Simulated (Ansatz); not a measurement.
**CO3 (triplet): geometry and frequencies at several levels**

Aim: geometry and frequencies at several levels, for CO3 (triplet), with the cost of each level. Spin multiplicity 3.

Computed with Ansatz 0.2.0 (the levels named in each step, unless a step's input says otherwise).

### Step 1. The starting structure

Bond lengths: C1–O2 1.131 Å, O3–O4 1.215 Å.

Structure file:

```xyz
4

C    -0.2342    0.5109   -1.6800
O     0.8687    0.7498   -1.6028
O    -0.8494   -0.2920    1.6332
O     0.1564   -0.8413    1.2309
```

### Step 2. A rough first relaxation, PBE-D4/def2-SVP

Input file input.yaml:

```yaml
crystal:
  periodic: [false, false, false]
  atoms:
    - { symbol: C, position_ang: [-0.23417, 0.51094, -1.68004] }
    - { symbol: O, position_ang: [0.86874, 0.74981, -1.60283] }
    - { symbol: O, position_ang: [-0.84935, -0.29205, 1.63315] }
    - { symbol: O, position_ang: [0.1564, -0.84132, 1.23088] }
magnetization:
  spin_polarized: true
  initial_magnetization: 2
basis:
  gaussian: { orbitals: def2-SVP }
hamiltonian:
  xc: pbe
  dispersion: d4
relax:
  f_tol: 0.03
  max_steps: 200
```

On the command line:

```
ansatz run input.yaml --threads 2 --pin off --max-ram 5120MiB --backend cpu --events-out ev --progress --plain --runs-dir out
```

After this run come: Relaxation, PBE0-D4/def2-TZVPP; Frequencies, PBE0-D4/def2-TZVPP; Relaxation, PBE-D4/def2-TZVPP; Frequencies, PBE-D4/def2-TZVPP; Relaxation, r2SCAN-D4/def2-TZVPP; Frequencies, r2SCAN-D4/def2-TZVPP; Relaxation, B3LYP-D4/def2-TZVPP; Frequencies, B3LYP-D4/def2-TZVPP; Relaxation, B2PLYP/def2-TZVPP.

What does the calculation give? Wanted: C1–O2 at B2PLYP/def2-TZVPP; O3–O4 at B2PLYP/def2-TZVPP; frequencies at B3LYP-D4/def2-TZVPP.

As calculated:

| quantity | value |
| --- | --- |
| C1–O2 at B2PLYP/def2-TZVPP | 1.130 Å |
| O3–O4 at B2PLYP/def2-TZVPP | 1.214 Å |
| frequencies at B3LYP-D4/def2-TZVPP | 16 to 2214 cm⁻¹ |

In words: The C–O distance spreads over 0.013 Å, from PBE0-D4/def2-TZVPP (shortest) to PBE-D4/def2-TZVPP. No mode is imaginary, so the geometry is a minimum.
